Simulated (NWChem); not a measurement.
The numbers come from NWChem runs, not from measurements. System: H₂P, charge 0, spin multiplicity 2, at a geometry optimised with UPBE/def2-SVP. The structure started from a generated list of species. Its SCF solution wasn't tested for a lower state. Level: ROCCSD(T)/cc-pVQZ, 5 core orbitals frozen.

The NWChem input:

```
start mol
memory heap 100 mb stack 700 mb global 1900 mb
geometry units angstroms nocenter noautoz
  P      0.000000     0.000000     0.119600
  H      1.028866     0.000000    -0.897003
  H     -1.028866     0.000000    -0.897003
  symmetry group C2v
end
basis spherical
  * library cc-pvqz
end
scf
  rohf
  nopen 1
  maxiter 100
  thresh 1e-7
  semidirect memsize 60000000 filesize 0
  # guess.movecs holds the orbitals of an unrestricted PBE0 run
  vectors input guess.movecs output mol.movecs
end
tce
  freeze core 5
  ccsd(t)
  2eorb
  2emet 13
  thresh 1e-6
  maxiter 100
  tilesize 24
end
task tce energy
```

NWChem printed:

```
             Northwest Computational Chemistry Package (NWChem) 7.3.0
             --------------------------------------------------------

                                NWChem Input Module
                                -------------------

 Scaling coordinates for geometry "geometry" by  1.889725989
 (inverse scale =  0.529177249)

 Turning off AUTOSYM since
 SYMMETRY directive was detected!

                             Geometry "geometry" -> ""
                             -------------------------

 Output coordinates in angstroms (scale by  1.889725989 to convert to a.u.)

  No.       Tag          Charge          X              Y              Z
 ---- ---------------- ---------- -------------- -------------- --------------
    1 P                   15.0000     0.00000000     0.00000000     0.11960000
    2 H                    1.0000     1.02886600     0.00000000    -0.89700300
    3 H                    1.0000    -1.02886600     0.00000000    -0.89700300

 Effective nuclear repulsion energy (a.u.)      11.2329785694

            Nuclear Dipole moment (a.u.)
            ----------------------------
        X                 Y               Z
 ---------------- ---------------- ----------------
     0.0000000000     0.0000000000    -0.0000113384

      Symmetry information
      --------------------

 Group name             C2v
 Group number             16
 Group order               4
 No. of unique centers     2

      Symmetry unique atoms

     1    2


 Summary of "ao basis" -> "" (spherical)
 ------------------------------------------------------------------------------
       Tag                 Description            Shells   Functions and Types
 ---------------- ------------------------------  ------  ---------------------
 *                          cc-pvqz                   on all atoms

 Summary of "ao basis" -> "ao basis" (spherical)
 ------------------------------------------------------------------------------
       Tag                 Description            Shells   Functions and Types
 ---------------- ------------------------------  ------  ---------------------
 P                          cc-pvqz                 17       59   6s5p3d2f1g
 H                          cc-pvqz                 10       30   4s3p2d1f

                                 NWChem SCF Module
                                 -----------------

  ao basis        = "ao basis"
  functions       =   119
  atoms           =     3
  closed shells   =     8
  open shells     =     1
  charge          =   0.00
  wavefunction    = ROHF
  use symmetry    = T
  symmetry adapt  = T

 Summary of "ao basis" -> "ao basis" (spherical)
 ------------------------------------------------------------------------------
       Tag                 Description            Shells   Functions and Types
 ---------------- ------------------------------  ------  ---------------------
 P                          cc-pvqz                 17       59   6s5p3d2f1g
 H                          cc-pvqz                 10       30   4s3p2d1f

      Symmetry analysis of basis
      --------------------------

        a1         44
        a2         17
        b1         34
        b2         24

 Forming initial guess at       0.1s

      Symmetry analysis of molecular orbitals - initial
      -------------------------------------------------

  Numbering of irreducible representations:

     1 a1          2 a2          3 b1          4 b2

  Orbital symmetries:

     1 a1          2 a1          3 b2          4 b1          5 a1
[...]
 center of mass
 --------------
 x =   0.00000000 y =   0.00000000 z =   0.10863212

 moments of inertia (a.u.)
 ------------------
           6.984494003274           0.000000000000           0.000000000000
           0.000000000000          14.604063348154           0.000000000000
           0.000000000000           0.000000000000           7.619569344880

  Mulliken analysis of the total density
  --------------------------------------

    Atom       Charge   Shell Charges
 -----------   ------   -------------------------------------------------------
    1 P   15    14.90   2.00  1.96 -0.02  0.36  1.02  0.42  5.96  0.04  0.87  1.59  0.58  0.04  0.05  0.02  0.00  0.00  0.00
    2 H    1     1.05   0.06  0.28  0.54  0.14  0.00  0.01  0.03  0.00  0.00  0.00
    3 H    1     1.05   0.06  0.28  0.54  0.14  0.00  0.01  0.03  0.00  0.00  0.00

 Mulliken analysis of the open-shell density
 -------------------------------------------

    Atom       Charge   Shell Charges
 -----------   ------   -------------------------------------------------------
    1 P   15     0.99  -0.00  0.00  0.00 -0.00 -0.00 -0.00 -0.00  0.01  0.23  0.50  0.24  0.00  0.00  0.00 -0.00  0.00 -0.00
    2 H    1     0.01   0.00  0.00 -0.00 -0.00  0.00  0.00  0.01  0.00  0.00  0.00
    3 H    1     0.01   0.00 -0.00  0.00  0.00  0.00  0.00  0.01  0.00  0.00  0.00

       Multipole analysis of the density wrt the origin
       ------------------------------------------------

     L   x y z        total         open         nuclear
     -   - - -        -----         ----         -------
     0   0 0 0     -0.000000     -1.000000     17.000000

     1   1 0 0     -0.000000      0.000000      0.000000
     1   0 1 0     -0.000000     -0.000000      0.000000
     1   0 0 1     -0.230100     -0.156043     -0.000011

     2   2 0 0    -10.550338     -1.346871      7.560409
     2   1 1 0     -0.000000      0.000000      0.000000
     2   1 0 1     -0.000000     -0.000000      0.000000
     2   0 2 0    -11.382751     -3.987008      0.000000
     2   0 1 1     -0.000000      0.000000      0.000000
     2   0 0 2    -11.708277     -1.356204      6.512876

                   NWChem Extensible Many-Electron Theory Module
                   ---------------------------------------------


            General Information
            -------------------
      Number of processors :     1
         Wavefunction type : Restricted open-shell Hartree-Fock
          No. of electrons :    17
           Alpha electrons :     9
            Beta electrons :     8
           No. of orbitals :   238
            Alpha orbitals :   119
             Beta orbitals :   119
        Alpha frozen cores :     5
         Beta frozen cores :     5
     Alpha frozen virtuals :     0
      Beta frozen virtuals :     0
         Spin multiplicity : doublet
    Number of AO functions :   119
       Number of AO shells :    37
        Use of symmetry is : on
      Symmetry adaption is : on
         Schwarz screening : 0.10D-09

          Correlation Information
          -----------------------
          Calculation type : Coupled-cluster singles & doubles w/ perturbation
   Perturbative correction : (T)
            Max iterations :      100
        Residual threshold : 0.10D-05
     T(0) DIIS level shift : 0.00D+00
     L(0) DIIS level shift : 0.00D+00
     T(1) DIIS level shift : 0.00D+00
     L(1) DIIS level shift : 0.00D+00
     T(R) DIIS level shift : 0.00D+00
     T(I) DIIS level shift : 0.00D+00
   CC-T/L Amplitude update :  5-th order DIIS
                I/O scheme : Global Array Library
        L-threshold :  0.10D-05
        EOM-threshold :  0.10D-05
 no EOMCCSD initial starts read in
 TCE RESTART OPTIONS
 SLICE:      F
 D4D5:       F
 quantumc:   F
 qrotation:  F
 pwtce:      F
 qducc:      F
 nacto:                         0
 nrotv:                         0
 nrot:                          0

            Memory Information
            ------------------
          Available GA space size is     249008478 doubles
          Available MA space size is     104852284 doubles

 Maximum block size supplied by input
 Maximum block size        24 doubles

 tile_dim =     22

 -------------------------------------------------

 Global array virtual files algorithm will be used

 Parallel file system coherency ......... OK

 4-electron integrals stored in orbital form

 v2    file size   =          8925417
 4-index algorithm nr.  13 is used
 imaxsize =       30
 imaxsize ichop =        0


CCSD iterations
 ---------------------------------------------------------
 Iter          Residuum       Correlation     Cpu    Wall
 ---------------------------------------------------------
    1   0.1171058582186  -0.1584874118982     0.9     0.9
    2   0.0320495292041  -0.1723242655662     0.9     0.9
    3   0.0117890928074  -0.1761743349165     0.9     0.9
    4   0.0048670433832  -0.1772913711551     0.9     0.9
    5   0.0022252946746  -0.1777058585922     0.9     0.9
    6   0.0004413478815  -0.1779797683932     0.9     0.9
    7   0.0001835256026  -0.1779872034607     0.9     0.9
    8   0.0000915028964  -0.1779882854676     0.9     0.9
    9   0.0000508857498  -0.1779888376095     0.9     0.9
   10   0.0000285067927  -0.1779893481218     0.9     0.9
   11   0.0000037976210  -0.1779900581748     0.9     0.9
   12   0.0000013808449  -0.1779902214695     0.9     0.9
   13   0.0000006685918  -0.1779902806966     0.9     0.9
 -----------------------------------------------------------------
 Iterations converged
 CCSD correlation energy / hartree =        -0.177990280696621
 CCSD total energy / hartree       =      -342.062548757949855

 Singles contributions

 Doubles contributions
 CCSD(T)
 Using plain CCSD(T) code
             total no. of tasks         1062
 total no. of tasks / no. procs         1062
                         wl_min           16           1.6
                         wl_max        77440           6.5
        thresh for no. of tasks         1062

 CCSD[T]  correction energy / hartree =        -0.006936288317614
 CCSD[T] correlation energy / hartree =        -0.184926569014236
 CCSD[T] total energy / hartree       =      -342.069485046267459
 CCSD(T)  correction energy / hartree =        -0.006872974317627
 CCSD(T) correlation energy / hartree =        -0.184863255014249
 CCSD(T) total energy / hartree       =      -342.069421732267472

 Task  times  cpu:       78.9s     wall:       78.9s

 Total times  cpu:       78.9s     wall:       78.9s
```
